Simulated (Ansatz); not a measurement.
# BH2− (triplet): the correlation ladder at distance B1–H2 = 1.664 Å, 6-31++G**

Aim: climb from Hartree-Fock through coupled cluster and multireference methods for BH2− (triplet) at one geometry and basis, and see what each rung misses.

The runs use Ansatz 0.2.0, Gaussian basis; 6-31++G**, core rule «outside noble gas», up to 1 orbitals frozen.

Plan: UHF; CCSD(T) on ROHF; CCSD(T) on UHF; BCCD(T) on ROHF; CISD; CCSDT(Q) on ROHF; CCSDT(Q) on UHF; CASSCF and MRCISD+Q, 4 electrons in 4 orbitals; CASSCF and NEVPT2, 4 electrons in 4 orbitals; CASSCF and MRCISD+Q, 6 electrons in 6 orbitals; CASSCF and MRCISD+Q(relaxed), 6 electrons in 6 orbitals; CASSCF and NEVPT2, 6 electrons in 6 orbitals; Full CI.

16 further runs of the same task are left out: 3 for a known fault of the program, 13 that didn't finish.

## Step 1: What is computed

The geometry derives from a PBE0/def2-TZVPD stationary point (not a proven minimum). One bond is set to the value named and the two fragments are kept rigid.

3 atoms, charge -1, spin multiplicity 3.

Atoms are counted from 1 here; the program's logs count them from 0.

Bond lengths: B1–H3 1.209 Å.

## Step 2: UHF

The input, in.yaml:

```yaml
crystal:
  periodic: [false, false, false]
  atoms:
    - {symbol: B, position_ang: [0.000000, -0.097298, 0.032255]}
    - {symbol: H, position_ang: [0.000000, 0.619822, -1.469289]}
    - {symbol: H, position_ang: [0.000000, 0.423786, 1.123328]}
basis:
  gaussian: {orbitals: "6-31++G**"}
total_charge: -1
magnetization: {spin_polarized: true, initial_magnetization: 2}
hamiltonian: {xc: hf}
output: {orbitals: {seedname: orbitals}}
```

Command:

```bash
> ansatz run in.yaml --threads 1 --pin off --events-out ev --progress --plain --max-ram 2393MiB
```

After this run come: CCSD(T) on ROHF; CCSD(T) on UHF; BCCD(T) on ROHF; CISD; CCSDT(Q) on ROHF; CCSDT(Q) on UHF; CASSCF and MRCISD+Q, 4 electrons in 4 orbitals; CASSCF and NEVPT2, 4 electrons in 4 orbitals; CASSCF and MRCISD+Q, 6 electrons in 6 orbitals; CASSCF and MRCISD+Q(relaxed), 6 electrons in 6 orbitals; CASSCF and NEVPT2, 6 electrons in 6 orbitals; Full CI.

Q: Predict the results of all the runs planned. Wanted: FCI from the RHF energy; RMP2 from FCI; UMP2 from FCI; RCCSD from FCI; RCCSD(T) from FCI; UCCSD(T) from FCI; RCCSDT(Q) from FCI; UCCSDT(Q) from FCI; NEVPT2 pair from FCI.

The runs gave:

```
                         quantity                                                                                                                          value
          FCI from the ROHF energy                                                                                                                     -2.8664 eV
                    RMP2 from FCI                                                                                                                     +651.8 meV
                    UMP2 from FCI                                                                                                                     +651.3 meV
                   RCCSD from FCI                                                                                                                     +104.2 meV
                RCCSD(T) from FCI                                                                                                                      +22.9 meV
                UCCSD(T) from FCI                                                                                                                      +23.2 meV
               RCCSDT(Q) from FCI                                                                                                                       +0.5 meV
               UCCSDT(Q) from FCI                                                                                                                       -0.1 meV
             NEVPT2 pair from FCI                                                                                                                     +547.9 meV
           MRCISD+Q pair from FCI                                                                                                                      +17.1 meV
          NEVPT2 valence from FCI                                                                                                                     +519.7 meV
levels within 1 kcal/mol (43 meV)  RCCSD(T), UCCSD(T), BCCD(T), RCCSDT, UCCSDT, RCCSDT(Q), UCCSDT(Q), MRCISD+Q pair, MRCISD+Q valence, MRCISD+Q(relaxed) valence
                    T1 diagnostic                                                                                                                          0.029
   effectively unpaired electrons                                                                                                                           2.04
```

RCCSD(T) lands +22.9 meV from the yardstick (0.8 % of the correlation energy). One determinant dominates. Of the multireference levels listed MRCISD+Q(relaxed) valence comes nearest in total energy (-0.3 meV), which doesn't show that its space is the better one. These misses are within one basis, not against nature; the frozen cores of restricted and unrestricted runs differ, which can shift their rows.

Levels on UHF freeze UHF's core orbitals, full CI those of ROHF, so the U rows can settle a little off it for that reason alone.

With open shells the CI space here admits some triples and quadruples, so it is larger than plain CISD.
